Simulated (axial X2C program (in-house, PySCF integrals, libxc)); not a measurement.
# Linear BSH at several levels

The task here is to estimate one member of a computed series from the others.

Program: an in-house X2C program for linear molecules on PySCF integrals. Level of theory: all-electron X2C, two-component (2c) or spin-free, B dyall-v3z, S dyall-av3z, H dyall-v3z. These are calculated values, not measurements.

All values are calculated.

1 further run of the same task is left out (set aside as unsound or not needed).

The first run:

Contents of task.json:

```json
{"zs": [5, 16, 1], "q": 0, "bas": ["dyall-v3z", "dyall-av3z", "dyall-v3z"], "r0": [1.88, 1.34], "symm": 0, "scan": ["PBE0", "HF", "BHandHLYP"], "levels": ["PBE0", "HF", "BHandHLYP"], "nst": 2}
```

Keys: zs atomic numbers; q charge; bas basis sets; r0 starting distance in Å; symm equal bonds; scan levels of the two-bond scan (MP2 follows by itself at each HF point); levels methods; nst determinants followed.

Launch:

```bash
python solin.py task.json out
```

Masses B 11.009, S 31.972, H 1.008 u.

Steps of the session up to this table: Scan at PBE0, 2c; Scan at HF, 2c; Scan at BHandHLYP, 2c.

One of the session's tables, all rows but one given; the rest of the session is left out.

| level | r(B–S) (Å) | r(S–H) (Å) | lower stretch (cm⁻¹) | upper stretch (cm⁻¹) |
| --- | --- | --- | --- | --- |
| PBE0, 2c | 1.772 | 1.367 | 813.7 | 2471.2 |
| HF, 2c | 1.793 | 1.332 | 771.4 | 2760.5 |
| BHandHLYP, 2c | 1.772 | 1.347 | 802.9 | 2597.7 |
| MP2, 2c | 1.775 | 1.359 | 816.9 | 2524.0 |
| PBE0, spin-free | 1.772 | 1.367 | 813.8 | 2472.1 |
| HF, spin-free | 1.793 | 1.332 | 771.6 | 2761.2 |
| BHandHLYP, spin-free | ? | ? | ? | ? |
| MP2, spin-free | 1.775 | 1.358 | 816.9 | 2524.9 |

Estimate the missing values for BHandHLYP, spin-free.

As computed: r(B–S) (Å): 1.772; r(S–H) (Å): 1.347; lower stretch (cm⁻¹): 803.0; upper stretch (cm⁻¹): 2598.6.

Scans not shown above were run alike.

**Reading.** Over the levels the B–S bond spans 1.772 to 1.793 Å and the S–H bond 1.332 to 1.367 Å. At PBE0 spin–orbit coupling leaves both bonds unchanged to 0.001 Å. Each state is one determinant, the lowest of a limited PBE0 search; the stretches come from a fit to few points and are good to some per cent at best. MP2 freezes inner shells (threshold -2 hartree). The molecule was held linear; bending was not examined, so a bent shape may lie lower.
